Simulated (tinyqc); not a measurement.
G0W0 on RHF in the sto-3g basis, for H2O, spin multiplicity 1, step by step. One step of it, computed by the program tinyqc.

Task: Screening: direct RPA. With D = e_a - e_i and K = (ia|jb): diagonalise D^(1/2) (D + 4K) D^(1/2) = Z w^2 Z^T; X + Y = D^(1/2) Z w^(-1/2), each column of Z with its largest component positive (the first on a tie); E_c = (sum w - tr (D + 2K)) / 2.

orbital energies (hartree): MO1 -20.261989, MO2 -1.236777, MO3 -0.563694, MO4 -0.459100, MO5 -0.392527, MO6 0.535904, MO7 0.630007

Two-electron integrals over orbitals (pq|rs), unique and non-zero (hartree):
```
p,q,r,s,(pq|rs)
1,1,1,1,4.745973
2,1,1,1,-0.422587
2,1,2,1,0.059636
2,2,1,1,1.011342
2,2,2,1,-0.014088
2,2,2,2,0.725304
3,1,1,1,0.009098
3,1,2,1,-0.001106
3,1,2,2,0.000912
3,1,3,1,0.011101
3,2,1,1,-0.005172
3,2,2,1,0.000518
3,2,2,2,0.002581
3,2,3,1,0.017466
3,2,3,2,0.136176
3,3,1,1,0.784854
3,3,2,1,-0.004655
3,3,2,2,0.631578
3,3,3,1,-0.000262
3,3,3,2,-0.000687
3,3,3,3,0.613536
4,1,1,1,0.180406
4,1,2,1,-0.023037
4,1,2,2,0.014391
4,1,3,1,0.000696
4,1,3,2,0.000049
4,1,3,3,0.006167
4,1,4,1,0.025780
4,2,1,1,-0.146260
4,2,2,1,0.008851
4,2,2,2,-0.012127
4,2,3,1,-1.59e-06
4,2,3,2,0.000825
4,2,3,3,0.004381
4,2,4,1,0.017581
4,2,4,2,0.127498
4,3,1,1,0.009416
4,3,2,1,-0.000364
4,3,2,2,0.003453
4,3,3,1,-0.003294
4,3,3,2,0.023219
4,3,3,3,0.002536
4,3,4,1,-0.000508
4,3,4,2,-0.004695
4,3,4,3,0.052921
4,4,1,1,0.952510
4,4,2,1,-0.012147
4,4,2,2,0.662741
4,4,3,1,-0.000021
4,4,3,2,-0.004582
4,4,3,3,0.580411
4,4,4,1,-0.009377
4,4,4,2,-0.097595
4,4,4,3,0.003830
4,4,4,4,0.726765
5,1,5,1,0.025993
5,2,5,1,0.032815
5,2,5,2,0.147261
5,3,5,1,-0.000676
5,3,5,2,-0.002359
5,3,5,3,0.027788
5,4,5,1,-0.013093
5,4,5,2,-0.047199
5,4,5,3,0.001331
5,4,5,4,0.052100
5,5,1,1,1.115350
5,5,2,1,-0.011912
5,5,2,2,0.750263
5,5,3,1,0.000254
5,5,3,2,-0.002631
5,5,3,3,0.616747
5,5,4,1,0.005070
5,5,4,2,-0.078808
5,5,4,3,0.005327
5,5,4,4,0.702351
5,5,5,5,0.880159
6,1,1,1,0.207828
6,1,2,1,-0.031624
6,1,2,2,0.000709
6,1,3,1,0.002042
6,1,3,2,0.002062
6,1,3,3,-0.000808
6,1,4,1,-0.001544
6,1,4,2,-0.020958
6,1,4,3,0.000187
6,1,4,4,0.017461
6,1,5,5,0.005529
6,1,6,1,0.028271
6,2,1,1,-0.280890
6,2,2,1,0.005969
6,2,2,2,-0.136620
6,2,3,1,0.001238
6,2,3,2,0.006655
6,2,3,3,-0.073255
6,2,4,1,-0.018609
6,2,4,2,-0.026206
6,2,4,3,-0.004062
6,2,4,4,-0.068165
6,2,5,5,-0.146995
6,2,6,1,0.009952
6,2,6,2,0.098317
6,3,1,1,0.042627
6,3,2,1,-0.000874
6,3,2,2,0.019080
6,3,3,1,-0.003171
6,3,3,2,0.032699
6,3,3,3,0.012357
6,3,4,1,0.000207
6,3,4,2,-0.009246
6,3,4,3,0.032595
6,3,4,4,0.013931
6,3,5,5,0.023494
6,3,6,1,0.000145
6,3,6,2,-0.011894
6,3,6,3,0.069471
6,4,1,1,-0.253747
6,4,2,1,0.003248
6,4,2,2,-0.112883
6,4,3,1,-0.001088
6,4,3,2,-0.008664
6,4,3,3,-0.048380
6,4,4,1,-0.000528
6,4,4,2,0.049727
6,4,4,3,-0.005658
6,4,4,4,-0.130222
6,4,5,5,-0.138504
6,4,6,1,-0.002437
6,4,6,2,0.057825
6,4,6,3,-0.018593
6,4,6,4,0.090589
6,5,5,1,-0.013743
6,5,5,2,-0.053036
6,5,5,3,0.003459
6,5,5,4,-0.002831
6,5,6,5,0.035945
6,6,1,1,0.805582
6,6,2,1,-0.007419
6,6,2,2,0.609026
6,6,3,1,-0.001369
6,6,3,2,-0.020285
6,6,3,3,0.563129
6,6,4,1,0.019034
6,6,4,2,0.049630
6,6,4,3,-0.013764
6,6,4,4,0.553105
6,6,5,5,0.589555
6,6,6,1,-0.009353
6,6,6,2,-0.097013
6,6,6,3,-0.009042
6,6,6,4,-0.048165
6,6,6,6,0.601186
7,1,1,1,-0.029479
7,1,2,1,0.004600
7,1,2,2,0.000259
7,1,3,1,0.014507
7,1,3,2,0.021800
7,1,3,3,-0.000574
7,1,4,1,-0.000348
7,1,4,2,0.002125
7,1,4,3,-0.004512
7,1,4,4,-0.002072
7,1,5,5,-0.000766
7,1,6,1,-0.001403
7,1,6,2,0.001140
7,1,6,3,-0.003730
7,1,6,4,-0.001076
7,1,6,6,-0.001451
7,1,7,1,0.019678
7,2,1,1,0.041248
7,2,2,1,-0.000807
7,2,2,2,0.019814
7,2,3,1,0.014311
7,2,3,2,0.046652
7,2,3,3,0.007541
7,2,4,1,0.001977
7,2,4,2,0.000370
7,2,4,3,-0.034086
7,2,4,4,0.012504
7,2,5,5,0.021228
7,2,6,1,0.001177
7,2,6,2,-0.005149
7,2,6,3,-0.031449
7,2,6,4,-0.009568
7,2,6,6,0.014774
7,2,7,1,0.017972
7,2,7,2,0.065429
7,3,1,1,0.362085
7,3,2,1,-0.007146
7,3,2,2,0.147823
7,3,3,1,0.000086
7,3,3,2,-0.009311
7,3,3,3,0.088652
7,3,4,1,-0.000537
7,3,4,2,-0.081154
7,3,4,3,-0.000284
7,3,4,4,0.144023
7,3,5,5,0.194290
7,3,6,1,0.006344
7,3,6,2,-0.069561
7,3,6,3,0.009287
7,3,6,4,-0.093439
7,3,6,6,0.044996
7,3,7,1,-0.000849
7,3,7,2,0.013914
7,3,7,3,0.157847
7,4,1,1,0.020064
7,4,2,1,-0.000259
7,4,2,2,0.007285
7,4,3,1,-0.009105
7,4,3,2,-0.076338
7,4,3,3,0.004409
7,4,4,1,0.000390
7,4,4,2,-0.001634
7,4,4,3,-0.007429
7,4,4,4,0.011836
7,4,5,5,0.010599
7,4,6,1,-0.001473
7,4,6,2,-0.007974
7,4,6,3,-0.047242
7,4,6,4,0.002447
7,4,6,6,0.019448
7,4,7,1,-0.011900
7,4,7,2,-0.014957
7,4,7,3,0.014839
7,4,7,4,0.071804
7,5,5,1,0.001940
7,5,5,2,0.007541
7,5,5,3,0.023443
7,5,5,4,-0.000586
7,5,6,5,-0.001621
7,5,7,5,0.024389
7,6,1,1,0.001871
7,6,2,1,-0.000171
7,6,2,2,-0.002709
7,6,3,1,-0.007803
7,6,3,2,-0.086177
7,6,3,3,0.002239
7,6,4,1,-0.001802
7,6,4,2,-0.006440
7,6,4,3,-0.054242
7,6,4,4,0.006933
7,6,5,5,0.001420
7,6,6,1,0.000417
7,6,6,2,0.004777
7,6,6,3,-0.057455
7,6,6,4,0.010094
7,6,6,6,0.021442
7,6,7,1,-0.010026
7,6,7,2,0.008306
7,6,7,3,0.013668
7,6,7,4,0.057565
7,6,7,6,0.105104
7,7,1,1,0.838661
7,7,2,1,-0.008674
7,7,2,2,0.612680
7,7,3,1,0.002397
7,7,3,2,0.022913
7,7,3,3,0.594510
7,7,4,1,0.004362
7,7,4,2,-0.013296
7,7,4,3,0.014678
7,7,4,4,0.585095
7,7,5,5,0.610453
7,7,6,1,0.003857
7,7,6,2,-0.063083
7,7,6,3,0.025722
7,7,6,4,-0.047625
7,7,6,6,0.554389
7,7,7,1,0.002271
7,7,7,2,0.007368
7,7,7,3,0.083838
7,7,7,4,-0.012472
7,7,7,6,-0.022343
7,7,7,7,0.608312
```

Give: D^(1/2) (D + 4K) D^(1/2); excitation energies w; X + Y; RPA correlation energy.

Result:

D^(1/2) (D + 4K) D^(1/2) (hartree^2), lower triangle:
```
,1>6,1>7,2>6,2>7,3>6,3>7,4>6,4>7,5>6,5>7
1>6,434.9042
1>7,-0.1170,438.1199
2>6,0.2417,0.0277,3.8395
2>7,0.0293,0.4489,-0.0375,3.9735
3>6,0.0028,-0.0715,-0.0664,-0.1802,1.5147
3>7,0.1264,-0.0170,-0.4048,0.0831,0.0426,2.1786
4>6,-0.0443,-0.0196,0.3072,-0.0522,-0.0778,-0.4073,1.3506
4>7,-0.0280,-0.2270,-0.0443,-0.0853,-0.2068,0.0677,0.0102,1.4990
5>6,0.0000,0.0000,0.0000,0.0000,0.0000,0.0000,0.0000,0.0000,0.9955
5>7,0.0000,0.0000,0.0000,0.0000,0.0000,0.0000,0.0000,0.0000,-0.0063,1.1453
```

excitation energies w (hartree): 0.9976  1.0703  1.0805  1.1310  1.3111  1.4838  1.9843  2.0125  20.8543  20.9314

X + Y:
```
,1,2,3,4,5,6,7,8,9,10
1>6,0.0000,0.0000,0.0001,0.0002,-0.0002,-0.0017,-0.0012,0.0008,0.9980,-0.0362
1>7,0.0000,0.0000,0.0003,0.0017,-0.0011,0.0003,-0.0026,-0.0022,0.0363,0.9984
2>6,0.0000,0.0000,-0.0636,0.0274,0.0162,0.3126,0.6340,-0.6401,0.0002,0.0000
2>7,0.0000,0.0000,0.0224,0.0906,0.0354,-0.0417,0.6957,0.6659,0.0000,0.0003
3>6,0.0000,0.0000,0.1672,0.6721,0.6465,0.0513,-0.0552,-0.0176,0.0000,0.0000
3>7,0.0000,0.0000,0.3609,-0.1222,-0.0474,0.8038,-0.1121,0.1570,0.0001,0.0000
4>6,0.0000,0.0000,0.8857,-0.0753,-0.0924,-0.2687,0.0638,-0.0851,0.0000,0.0000
4>7,0.0000,0.0000,0.0027,0.7003,-0.6360,0.0433,-0.0256,-0.0032,0.0000,-0.0001
5>6,0.9639,-0.0392,0.0000,0.0000,0.0000,0.0000,0.0000,0.0000,0.0000,0.0000
5>7,0.0426,0.9766,0.0000,0.0000,0.0000,0.0000,0.0000,0.0000,0.0000,0.0000
```

RPA correlation energy = -0.062174 hartree
